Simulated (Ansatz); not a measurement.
A made-up structure of B$_{2}$NH$_{4}$, doublet:

```
7
angstrom
B -1.0131 0.3493 -1.0044
B 0.0739 -0.0255 0.0732
N 1.0130 -0.3493 1.0043
H -2.0057 -0.3120 -1.1198
H -0.8569 1.2990 -1.7183
H -0.3436 -0.1375 1.1388
H 1.7861 -0.9693 0.8176
```

It is relaxed with PBE-D4/def2-SVP and then PBE0-D4/def2-TZVP (Ansatz 0.2.0). Atoms count as bonded within 1.22 times the sum of their covalent radii (H–H: 0.88 Å). The end point is not checked to be a true minimum.

Q: Does its bonding change? (A judgement: the text doesn't fix the answer.)

A: By the calculation: Yes. Formed: N3–H6; broken: B2–H6.

Where it ends: The first stage lowers the energy by 2.77 eV in 13 steps. It ends as B₂NH₄ ([BH2][B][NH2]):
B1  (-1.094, 0.367, -1.208)
B2  (-0.126, -0.049, -0.036)
N3  (0.710, -0.408, 0.977)
H4  (-1.957, -0.379, -1.575)
H5  (-0.976, 1.432, -1.743)
H6  (0.518, -0.213, 1.948)
H7  (1.580, -0.895, 0.829)
(Å)

Labels in which every atom is bracketed show which atoms are joined, not bond orders.

For scale, one of the runs: PBE0-D4/def2-TZVP relaxation, 117 basis functions, launched by `ansatz run in.yaml --threads 2 --pin off --events-out ev --progress --plain --max-ram 4352MiB`. Hardware: 2 CPU threads of an Arm Neoverse V1, shared host. Wall time about 12 s.
